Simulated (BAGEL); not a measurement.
**C2H2F2N (SMILES C=N[C](F)F): ROHF/def2-SVP (density fitting with qzvpp-jkfit)**

Aim: the energy change on altering one bond length of C2H2F2N at ROHF/def2-SVP (density fitting with qzvpp-jkfit), from 2 runs. 

The calculation is run with BAGEL 1.2.2.

### Step 1. The molecule

The species is C2H2F2N (7 atoms), meant as a doublet with charge 0. As SMILES, `C=N[C](F)F`. Geometry: relaxed at GFN2-xTB. This is one conformer, not always the lowest.

Bond lengths: C1–N2 1.309 Å, N2–C3 1.265 Å, C3–F4 1.316 Å, C3–F5 1.342 Å, C1–H6 1.074 Å, C1–H7 1.082 Å. Angles: C1–N2–C3 128.5°, N2–C3–F4 122.1°, N2–C3–F5 128.2°, F4–C3–F5 109.6°, N2–C1–H6 116.6°, N2–C1–H7 123.5°, H6–C1–H7 119.9°.

### Step 2. A single-point energy at ROHF/def2-SVP (density fitting with qzvpp-jkfit)

The input, hf.json:

```json
{ "bagel" : [

{
  "title" : "molecule",
  "basis" : "svp",
  "df_basis" : "qzvpp-jkfit",
  "angstrom" : true,
  "geometry" : [
    { "atom" : "C", "xyz" : [       0.197830,       0.742970,       0.949940 ] },
    { "atom" : "N", "xyz" : [      -0.528610,      -0.135140,       0.305710 ] },
    { "atom" : "C", "xyz" : [      -0.277460,      -0.710900,      -0.792830 ] },
    { "atom" : "F", "xyz" : [      -1.029680,      -1.684470,      -1.260700 ] },
    { "atom" : "F", "xyz" : [       0.680660,      -0.414240,      -1.684400 ] },
    { "atom" : "H", "xyz" : [      -0.273310,       1.245090,       1.773950 ] },
    { "atom" : "H", "xyz" : [       1.230560,       0.956700,       0.708330 ] }
  ]
},

{ "title" : "rohf", "nopen" : 1 },

{ "title" : "print", "file" : "orbitals.molden", "orbitals" : true }

]}
```

Run with:

```
$ BAGEL_NUM_THREADS=1 BAGEL hf.json > hf.out
```

The log of the run:

```text
* using 1 threads per process

  ===============================================================
  ===============================================================

  *** Geometry ***

  { "atom" : "C", "xyz" : [      0.373845,      1.404010,      1.795126 ] },
  { "atom" : "N", "xyz" : [     -0.998928,     -0.255378,      0.577708 ] },
  { "atom" : "C", "xyz" : [     -0.524323,     -1.343406,     -1.498232 ] },
  { "atom" : "F", "xyz" : [     -1.945813,     -3.183187,     -2.382378 ] },
  { "atom" : "F", "xyz" : [      1.286261,     -0.782800,     -3.183055 ] },
  { "atom" : "H", "xyz" : [     -0.516481,      2.352879,      3.352280 ] },
  { "atom" : "H", "xyz" : [      2.325421,      1.807901,      1.338550 ] },

  Number of auxiliary basis functions:      417

  Since a DF basis is specified, we compute 2- and 3-index integrals:
    o Being stored without compression. Storage requirement is 0.021 GB

  Number of basis functions:       80
  Number of electrons      :       39

    * METHOD: MOLECULE                             0.17

  *** Open-shell HF ***

  === Nuclear Repulsion ===
   169.5238195079

      * DIIS with orbital gradients will be used.

  === ROHF iteration (svp) ===
      0       -329.67081442          0.04195079           0.09
      1       -329.80625664          0.02889160           0.09
      2       -329.85282750          0.01850486           0.09
      3       -329.88576609          0.00133338           0.09
      4       -329.88624138          0.00060095           0.09
      5       -329.88643453          0.00030696           0.09
      6       -329.88649584          0.00016133           0.09
      7       -329.88656659          0.00010366           0.08
      8       -329.88659160          0.00005842           0.09
      9       -329.88660004          0.00003472           0.09
     10       -329.88661481          0.00000854           0.09
     11       -329.88662823          0.00000352           0.09
     12       -329.88663267          0.00000150           0.09
     13       -329.88663167          0.00000077           0.09
     14       -329.88663195          0.00000028           0.08
     15       -329.88663190          0.00000017           0.09
     16       -329.88663187          0.00000010           0.09
     17       -329.88663188          0.00000007           0.09
     18       -329.88663189          0.00000002           0.09
     19       -329.88663190          0.00000001           0.09
    * SCF iteration converged.

    * S^2 (ROHF) is 0.7500

    * Permanent dipole moment:
           (   -0.428073,    -0.373328,    -0.193653) a.u.

    * METHOD: ROHF                                 1.86

    * METHOD: PRINT                                0.02

  ===============================================================
```

It took 2.2 s on 1 thread of Arm Neoverse V1, shared host; peak memory 0.097 GiB.

### Step 3. The distorted shape, same level

The input, job.json:

```json
{ "bagel" : [

{
  "title" : "molecule",
  "basis" : "svp",
  "df_basis" : "qzvpp-jkfit",
  "angstrom" : true,
  "geometry" : [
    { "atom" : "C", "xyz" : [       0.122482,       0.915704,       1.279514 ] },
    { "atom" : "N", "xyz" : [      -0.603958,       0.037594,       0.635284 ] },
    { "atom" : "C", "xyz" : [      -0.277460,      -0.710900,      -0.792830 ] },
    { "atom" : "F", "xyz" : [      -1.029680,      -1.684470,      -1.260700 ] },
    { "atom" : "F", "xyz" : [       0.680660,      -0.414240,      -1.684400 ] },
    { "atom" : "H", "xyz" : [      -0.348658,       1.417824,       2.103524 ] },
    { "atom" : "H", "xyz" : [       1.155212,       1.129434,       1.037904 ] }
  ]
},

{
  "title" : "rohf",
  "nopen" : 1
},

{
  "title" : "print",
  "file" : "orbitals.molden",
  "orbitals" : true
}

]}
```

Run with:

```
$ BAGEL_NUM_THREADS=1 BAGEL job.json > job.out
```

The log of the run:

```text
* using 1 threads per process

  ===============================================================
  ===============================================================

  *** Geometry ***

  { "atom" : "C", "xyz" : [      0.231457,      1.730430,      2.417931 ] },
  { "atom" : "N", "xyz" : [     -1.141315,      0.071042,      1.200513 ] },
  { "atom" : "C", "xyz" : [     -0.524323,     -1.343406,     -1.498232 ] },
  { "atom" : "F", "xyz" : [     -1.945813,     -3.183187,     -2.382378 ] },
  { "atom" : "F", "xyz" : [      1.286261,     -0.782800,     -3.183055 ] },
  { "atom" : "H", "xyz" : [     -0.658868,      2.679299,      3.975084 ] },
  { "atom" : "H", "xyz" : [      2.183034,      2.134321,      1.961354 ] },

  Number of auxiliary basis functions:      417

  Since a DF basis is specified, we compute 2- and 3-index integrals:
    o Being stored without compression. Storage requirement is 0.021 GB

  Number of basis functions:       80
  Number of electrons      :       39

    * METHOD: MOLECULE                             0.17

  *** Open-shell HF ***

  === Nuclear Repulsion ===
   158.2353433738

      * DIIS with orbital gradients will be used.

  === ROHF iteration (svp) ===
      0       -329.48188265          0.04708212           0.09
      1       -329.58389464          0.04189371           0.09
      2       -329.64706408          0.03324504           0.09
      3       -329.77694381          0.00351931           0.09
      4       -329.78356013          0.00268705           0.09
      5       -329.79089354          0.00250061           0.09
      6       -329.80102897          0.00115678           0.09
      7       -329.80326170          0.00061552           0.09
      8       -329.80400413          0.00041847           0.09
      9       -329.80389627          0.00015020           0.09
     10       -329.80398534          0.00010610           0.09
     11       -329.80399200          0.00006823           0.09
     12       -329.80401347          0.00003914           0.09
     13       -329.80401632          0.00001931           0.09
     14       -329.80401740          0.00000780           0.09
     15       -329.80401752          0.00000422           0.09
     16       -329.80401746          0.00000143           0.09
     17       -329.80401731          0.00000072           0.09
     18       -329.80401729          0.00000045           0.09
     19       -329.80401729          0.00000031           0.09
     20       -329.80401729          0.00000021           0.08
     21       -329.80401730          0.00000014           0.09
     22       -329.80401731          0.00000008           0.09
     23       -329.80401731          0.00000003           0.09
     24       -329.80401732          0.00000002           0.09
     25       -329.80401731          0.00000001           0.09
    * SCF iteration converged.

    * S^2 (ROHF) is 0.7500

    * Permanent dipole moment:
           (   -0.576145,    -0.798020,    -0.745359) a.u.

    * METHOD: ROHF                                 2.38

    * METHOD: PRINT                                0.02

  ===============================================================
```

Run time: 2.7 s. Hardware: 1 thread of Arm Neoverse V1, shared host; peak memory 0.097 GiB.

### Step 4. Outcome

At ROHF/def2-SVP (density fitting with qzvpp-jkfit):

```
                                                         quantity          value
                                        first shape: total energy  -329.88663 Eh
                                       first shape: dipole moment         1.53 D
                                                first shape: ⟨S²⟩          0.750
                                    distorted shape: total energy  -329.80402 Eh
                                   distorted shape: dipole moment         3.14 D
                                            distorted shape: ⟨S²⟩          0.750
energy change with the N2–C3 bond stretched from 1.265 to 1.645 Å       2.248 eV
```

In words: With the N2–C3 bond stretched from 1.265 to 1.645 Å the energy rises by 2.25 eV (52 kcal/mol). The first shape isn't relaxed at this level, so the change isn't measured from a minimum.
